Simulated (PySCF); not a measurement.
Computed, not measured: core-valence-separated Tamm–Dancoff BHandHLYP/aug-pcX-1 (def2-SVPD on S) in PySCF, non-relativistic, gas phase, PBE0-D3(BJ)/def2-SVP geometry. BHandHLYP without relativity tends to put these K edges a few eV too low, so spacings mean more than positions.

Main lines of an unknown, eV (oscillator strength): F K: 682.6 (0.075), 685.2 (0.018), 687.3 (0.012). Listed: the first five lines at most of each edge with a tenth or more of its strongest line's intensity; roots within 0.03 eV on the same or equivalent atoms are summed. Only the lowest roots were sought, and the top ones are left out.

Question: Which candidate gives them?
A. thio-thionyl fluoride (`FS(F)=S`)
B. difluorodisulfane (`FSSF`)

Answer: A. 

- `FS(F)=S`: F K: 682.6 (0.075), 685.2 (0.018), 687.3 (0.012). First F line listed at 682.6 eV, hole on the sulfur-bound fluorine.
- `FSSF`: F K: 682.0 (0.077), 686.3 (0.011), 687.5 (0.008). First F line listed at 682.0 eV, hole on the sulfur-bound fluorine.

One conformer each; other structures than these candidates weren't tested.
